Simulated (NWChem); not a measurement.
# Run times for Si2H6 (disilane)

The species is Si2H6 (8 atoms), meant as a singlet with charge 0. As SMILES, `[SiH3][SiH3]`. The shape is that of a PBE0-D4/def2-TZVP optimisation.

```jsonl
{"atom": "Si", "x (Å)": "-0.3405", "y (Å)": "0.4902", "z (Å)": "-1.0049"}
{"atom": "Si", "x (Å)": "0.3635", "y (Å)": "-0.5044", "z (Å)": "0.9910"}
{"atom": "H", "x (Å)": "0.8339", "y (Å)": "0.9482", "z (Å)": "-1.7949"}
{"atom": "H", "x (Å)": "-1.1129", "y (Å)": "-0.4839", "z (Å)": "-1.8219"}
{"atom": "H", "x (Å)": "-1.2080", "y (Å)": "1.6641", "z (Å)": "-0.7179"}
{"atom": "H", "x (Å)": "1.1390", "y (Å)": "0.4686", "z (Å)": "1.8063"}
{"atom": "H", "x (Å)": "1.2281", "y (Å)": "-1.6805", "z (Å)": "0.7040"}
{"atom": "H", "x (Å)": "-0.8110", "y (Å)": "-0.9592", "z (Å)": "1.7826"}
```

Program: NWChem 7.3.0. Hardware: 1 thread of Intel Xeon Platinum 8488C (Sapphire Rapids), shared host, so times are rough. Two-electron integrals are exact unless an approximation is named.

Problem. Estimate their order by wall time, quickest first.
A. energy of the doublet cation at UCAM-B3LYP/jorge-DZP, grid fine
B. energy at CAM-B3LYP/MIDI!, grid fine
C. energy at CAM-B3LYP/MINI, grid fine

Solution. C (3.3 s), B (8.4 s), A (31 s).
